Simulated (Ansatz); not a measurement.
Basis-set extrapolation for C$_{4}$H$_{9}$N, SMILES `CC(C)C=N` (PBE0-D4/def2-TZVP geometry, frozen core, Ansatz). Multiplicity 1, RHF reference.

|  | def2-TZVPP | def2-QZVPP |
| --- | --- | --- |
| HF | -211.226427 | -211.236357 |
| MP2 correlation | -0.893751 | -0.950790 |
| CCSD(T) correlation | -0.979719 | not run |

Energies in hartree. Use E(X) = E(∞) + A·exp(−7.88·√X) for Hartree–Fock and E(X) = E(∞) + B·X^(−2.97) for correlation, with X = 3 and 4, and add CCSD(T) minus MP2 of the smaller set to the MP2 limit.

**Question.** What is the CCSD(T) energy at the basis-set limit?

**Answer.** HF limit: -211.236357 + (-0.009930) × 0.13774 = -211.23772. MP2 limit: -0.950790 + (-0.057039) × 0.74074 = -0.99304. Higher-order term: -0.979719 − (-0.893751) = -0.08597. Total: -212.31673 hartree, 69.4 kcal/mol below CCSD(T)/def2-TZVPP.
